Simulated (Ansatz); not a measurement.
C₃H₆FN (`NC/C=C\F`), relaxed with RKS PBE0-D4/def2-TZVP in the Gaussian-basis code of Ansatz from a PBE-D4/def2-SVP geometry. The force threshold is 0.005 eV/Å; the program also tests the step.

Charge 0, multiplicity 1.

Start:

```xyz
11

N     0.506   -1.682    0.359
C    -0.457   -0.580    0.286
C    -0.015    0.432   -0.732
C     0.072    1.755   -0.529
F    -0.257    2.339    0.642
H     0.163   -2.400    1.008
H     1.387   -1.337    0.762
H    -0.666   -0.055    1.251
H    -1.430   -1.011   -0.046
H     0.288    0.051   -1.720
H     0.407    2.488   -1.282
```

Problem. By how much does the energy fall, and how many steps does the optimiser take? (Estimate.)

Solution. Computed: 1.27 kcal/mol, in 6 steps.

Problem. Which bonds change most? (Best estimate.)

Solution. Ansatz gave: C3–C4 from 1.341 to 1.320 Å; C2–H8 from 1.118 to 1.098 Å; C4–H11 from 1.103 to 1.083 Å; C2–H9 from 1.114 to 1.096 Å.

Problem. Give the relaxed structure. (Estimate.)

Solution. Computed: 
```xyz
11

N     0.504   -1.656    0.369
C    -0.468   -0.572    0.285
C    -0.019    0.431   -0.723
C     0.078    1.733   -0.529
F    -0.242    2.319    0.635
H     0.172   -2.379    0.995
H     1.377   -1.310    0.748
H    -0.672   -0.069    1.239
H    -1.416   -1.007   -0.053
H     0.274    0.058   -1.698
H     0.413    2.453   -1.267
```
